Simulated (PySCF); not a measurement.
Mapped SMILES: `[F:1][CH2:2][CH:3]([F:4])[F:5]`. Each H is labelled by its parent atom.

GIAO PBE0/pcSseg-1 shifts (PySCF, gas phase, non-relativistic, equivalent atoms averaged), each against references optimised in the same way as the molecule (CFCl3, TMS).

On the GFN2-xTB geometry: F4/F5 -140.2, F1 -261.5, C3 123.7, C2 89.6, H(C3) 6.43, H(C2) 5.01 ppm.

What changes on the PBE0-D3(BJ)/def2-SVP geometry?

## Answers


```csv
atoms,δ (ppm),change
F4/F5,-143.8,-3.6
F1,-260.3,+1.2
C3,116.3,-7.4
C2,82.9,-6.7
H(C3),5.90,-0.53
H(C2),4.36,-0.65
```

Unscaled 19F shifts against computed CFCl3 carry errors that often reach 10 to 50 ppm.

Bonds between heavy atoms that differ most (equivalent bonds averaged): C2–C3 1.529 → 1.510 Å, C3–F4 1.352 → 1.349 Å. Mean change of bonds to hydrogen: C–H +0.007 Å. The two structures also differ in conformation, which adds to the changes.
